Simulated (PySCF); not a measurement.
Unknown compound

An unknown has the formula CHNS. Its calculated NMR data are:

¹H NMR (400 MHz, computed): δ 3.48 (br s, 1H).

¹³C{¹H} NMR (computed): δ 110.7 (C).

Computed data (PySCF 2.14): PBE0-D3(BJ)/def2-TZVP structure, σ from GIAO-B97-2/pcSseg-2. One computed conformer, isolated molecule, relativity neglected.

References, each an isolated molecule treated in the same way: ¹H, ¹³C against TMS.

**Question.** Propose a structure and justify it.

**Answer.** 
1. Rings plus π bonds: 2.
2. Carbon types of the structure: 1 × C, leaving 1 H on heteroatoms.
3. δC 110.7: nitrile carbon; typical of a nitrile.
4. δH 3.48: hydrogen on a thiol sulfur; labile proton, position sensitive to the medium.

These data were computed for Thiocyanic Acid.

OH/NH shifts are gas-phase values; hydrogen bonding in solution moves them, usually downfield. Shifts are as computed. Against solution values, carbons near 30 ppm lie about +3 ppm off and those near 130 ppm about +7 ppm; carbons on S a further +4 ppm. Of 1211 compounds with measured shifts, 218 miss one by over three times the rms of a fit or turn the order of signals round; such compounds aren't used in these exercises.
